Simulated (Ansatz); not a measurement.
# BClH2: molecular dynamics

The plan is to follow the molecule's vibrations and see whether its bonds hold. The start is relaxed first. Runs: 500 steps of 1 fs at constant energy, with velocities drawn for 400 K. SMILES of the start: BCl.

Method: RKS B3LYP/def2-SVP, in Ansatz 0.2.0.

### 1 The system as given

Bond lengths: B1–H2 1.190 Å, B1–H3 1.190 Å, B1–Cl4 1.860 Å. Angles: H2–B1–H3 120.0°, H2–B1–Cl4 120.0°, H3–B1–Cl4 120.0°.

Coordinates:

```xyz
4

B     0.0000    0.0000    0.0000
H     0.0000    0.0000    1.1900
H     1.0305    0.0000   -0.5950
Cl   -1.6108    0.0000   -0.9300
```

### 2 Preparing the start

Contents of input.yaml:

```yaml
crystal:
  periodic: [false, false, false]
  atoms:
    - { symbol: B, position_ang: [0.0, 0.0, 0.0] }
    - { symbol: H, position_ang: [0.0, 0.0, 1.19] }
    - { symbol: H, position_ang: [1.0305, 0.0, -0.595] }
    - { symbol: Cl, position_ang: [-1.6108, 0.0, -0.93] }
basis:
  gaussian: { orbitals: def2-SVP }
hamiltonian:
  xc: b3lyp
relax:
  f_tol: 0.02
  max_steps: 40
output:
  orbitals: {}
```

Command:

```
ansatz run input.yaml --threads 1 --pin off --max-ram 2048MiB --backend cpu --events-out ev --progress --plain --runs-dir out
```

Further steps of the session: Dynamics.

Before running it: what results should come out? Wanted: relaxation of the start; temperature, first and last step; temperature, second half; potential energy, second half; largest change of the total energy; bonds formed or broken.

**Answer**, as computed:

| quantity | value |
| --- | --- |
| relaxation of the start | 4 moves, 0.150 eV lower |
| length | 500 steps of 1 fs |
| temperature, first and last step | 400 and 362 K |
| temperature, second half | mean 200 K, from 10 to 392 K |
| potential energy, second half | +13 meV/atom from the start |
| largest change of the total energy | 0.38 meV/atom |
| bonds formed or broken | 0 |

**Reading.** The temperature starts at 400 K and averages 200 K in the second half, where it ranges from 10 to 392 K; a mean near half the start is what vibrations about a minimum give, since they share energy equally between motion and strain. The total energy strays from its start by at most 0.38 meV/atom, 2.9 % of the mean kinetic energy, fair for a step of 1 fs. The bonding pattern survives the run. 500 fs on 4 atoms is far too short and small for converged averages. The nuclei move classically, without zero-point motion, which matters most for hydrogen.
